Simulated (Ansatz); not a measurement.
Results of PBEsol (PAW; Ansatz, a quantum-chemistry and plane-wave program) for 1T (CdI2-type) HfS₂.

Run with plane-wave cutoff 560 eV, 12×12×6 k mesh (along the axes of the cell as run), perturbation theory, scalar-relativistic PAW data made under PBE.

Computed at the level's own relaxed cell.

HfS$_{2}$ is modelled in the trigonal space group P-3m1 (No. 164), the CdI2 type structure, Pearson symbol hP3. Conventional cell: a = b = 3.5925 Å, c = 5.9445 Å, α = β = 90.00°, γ = 120.00°. Hf on 1a has 6 S at 2.530 Å (octahedral). S on 2d is surrounded by 3 Hf at 2.530 Å (trigonal pyramidal). (Neighbours: up to the widest gap in distance over summed covalent radii, below 1.35, at either atom; cation-cation and far metal-metal contacts left out.)

Harmonic phonon frequencies (cm⁻¹; i marks an imaginary mode; at Γ without the LO shift):

```json
[
 {"q point": "Γ", "frequencies": "0 0 0 151 151 257 257 305 323"},
 {"q point": "M", "frequencies": "56 81 149 204 247 258 280 304 326"},
 {"q point": "K", "frequencies": "54 134 134 245 253 253 296 296 319"},
 {"q point": "A", "frequencies": "18 18 31 155 155 256 256 321 323"},
 {"q point": "L", "frequencies": "55 81 147 204 248 255 281 300 328"},
 {"q point": "H", "frequencies": "54 134 134 245 252 252 296 296 318"}
]
```

No imaginary mode appears at these points.

Note: the cell comes from a level without a dispersion term, which matters for the spacing of layers, chains or molecules; the cell has widely spaced layers and the level no dispersion term, so their spacing and the moduli can rest on weak binding.
